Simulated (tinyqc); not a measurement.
Pariser-Parr-Pople SCF with singles CI, for the molecule NC(=O)C=O (SMILES; centres numbered as the heavy atoms are written), step by step. One step of it, computed by the program tinyqc.

Question. Singles CI, triplets. Over the 4 single excitations with the smallest orbital gaps: A = (e_a - e_i) delta - (ij|ab), with (pq|rs) = sum c_mp c_mq gamma_mn c_nr c_ns.

orbital energies (eV): -15.683083  -13.693875  -11.984751  -3.998582  -0.453250

coefficients:
```
         MO1        MO2        MO3        MO4        MO5
1N  0.468428  -0.434838  -0.693062  -0.241991  -0.229341
2C  0.555820  -0.215572   0.144592   0.408781   0.675710
3O  0.406798  -0.274792   0.697483  -0.409459  -0.323829
4C  0.411785   0.408724   0.003584   0.587250  -0.564360
5O  0.369579   0.722412  -0.110742  -0.511682   0.259713
```

repulsion gamma_rs (eV), lower triangle:
```
           1N         2C         3O         4C         5O
1N  14.370000
2C   5.790434  12.120000
3O   4.261632   5.923040  15.810000
4C   4.101089   5.564624   4.166833  12.120000
5O   3.091378   4.166415   3.880359   5.921850  15.810000
```

Give: triplet CI matrix; triplet excitation energies.

Answer.

triplet CI matrix (eV), lower triangle:
```
         3>4      2>4      3>5     1>4
3>4   2.3924
2>4   0.5891   2.7300
3>5  -1.5963  -0.0725   5.7075
1>4  -0.4659  -0.8983  -0.4537  5.2846
```

triplet excitation energies (eV): 1.5104  2.5162  5.6774  6.4106
